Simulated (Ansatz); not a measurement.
Worked example: vertical ionisation energy of C2H2S (ethenethione)

The species is C2H2S (5 atoms), meant as a singlet with charge 0. As SMILES, `C=C=S`. Geometry: relaxed at PBE0-D4/def2-TZVP.

Both states at this one shape; open shells run unrestricted unless said. 1 Eh = 27.2114 eV.

```tsv
level	program	singlet C2H2S (Eh)	doublet C2H2S+ (Eh)
HF/def2-TZVP	Ansatz	-474.415867	-474.136386
r2SCAN/STO-3G	Ansatz	-470.126994	-469.884639
```

Q: Work out the vertical ionisation energy at each level.

A: 
1. HF/def2-TZVP: -474.136386 − (-474.415867) = 0.279481 Eh = 7.61 eV.
2. r2SCAN/STO-3G: -469.884639 − (-470.126994) = 0.242355 Eh = 6.59 eV.

No measured value is set beside it here; the levels span 6.59 to 7.61 eV. Minimal sets are far from the basis-set limit. The second state is spin-contaminated at HF/def2-TZVP (⟨S²⟩ = 1.02).
